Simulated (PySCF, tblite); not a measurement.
# C₄H₉O₂ radical: geometry, infrared bands and EPR parameters

Aim: predict the infrared bands and EPR parameters of C₄H₉O₂ radical (`CO[C@@H](C)C[O]`).

Computed with tblite 0.8.0 and PySCF 2.14.0, with density-fitted response routines of our own, on a single molecule in the gas phase. Atoms count from 0, in the outputs and in this text.

## Step 1: The starting structure

15 atoms, charge 0, multiplicity 2; geometry from: force field or distance geometry start.

Bonds of the start (Å): C0–O1 1.43, O1–C2 1.42, C2–C3 1.53, C2–C4 1.58, C4–O5 1.34, C0–H6 1.09, C0–H7 1.10, C0–H8 1.09, C2–H9 1.09, C3–H10 1.10, C3–H11 1.09, C3–H12 1.10, C4–H13 1.09, C4–H14 1.11.

## Step 2: Optimising the geometry with GFN2-xTB

The job: settings as JSON, then the geometry in Å.

```
{"job": {"kind": "relax", "xc": "GFN2-xTB", "basis": "xTB"}, "charge": 0, "multiplicity": 2}
C      1.961600    -0.108200     0.579300
O      0.643500    -0.639200     0.737300
C     -0.236700    -0.254000    -0.314500
C     -1.549100    -1.001600    -0.056300
C     -0.518500     1.297000    -0.353500
O      0.299200     1.851700    -1.251900
H      2.335900    -0.287800    -0.432000
H      1.976500     0.966300     0.821300
H      2.620000    -0.612100     1.292000
H      0.152200    -0.630900    -1.264100
H     -1.986600    -0.710500     0.910200
H     -2.287100    -0.838000    -0.837800
H     -1.362200    -2.084700     0.026300
H     -0.455400     1.637500     0.683100
H     -1.597800     1.422600    -0.561200
```

Started as:

```sh
$ OMP_NUM_THREADS=1 python probes_run.py task.json out
```

The driver reads the jobs from task.json and runs them one after another.

**Question.** This job is followed by: GFN2-xTB harmonic vibrations, gas phase; UKS B3LYP, pcH-1 on C H O, non-relativistic, mean-field spin-orbit, GIAO. Predict these results of the whole session: strongest single infrared mode (GFN2-xTB); zero-point energy (GFN2-xTB); g(iso) (B3LYP); ⟨S²⟩; largest a(iso) (averaged by class); surface potential, 1st and 99th percentile.

The runs gave:

| quantity | value |
| --- | --- |
| strongest single infrared mode (GFN2-xTB) | 2789 cm⁻¹, 71 km/mol |
| zero-point energy (GFN2-xTB) | 77.7 kcal/mol |
| g(iso) (B3LYP) | 2.01131 |
| ⟨S²⟩ | 0.755 (exact 0.75) |
| largest a(iso) (averaged by class) | 1H on H14, 171.0 MHz |
| surface potential, 1st and 99th percentile | -1.54 V and 0.99 V |

The optimisation took 72 steps and gained 0.507 eV; among the close pairs (by a distance rule), C0–O1 changed most, from 1.430 to 1.392 Å. No mode is imaginary among the 39: a minimum at this level. The strongest single mode, at 2789 cm⁻¹, moves mainly H13. Unscaled tight-binding wavenumbers are off by several per cent, some by more. Its intensities can rank the bands wrongly. Most of the unpaired spin sits on O5 (0.67 e). The isotropic g lies 9.0 ppt above the free-electron value.
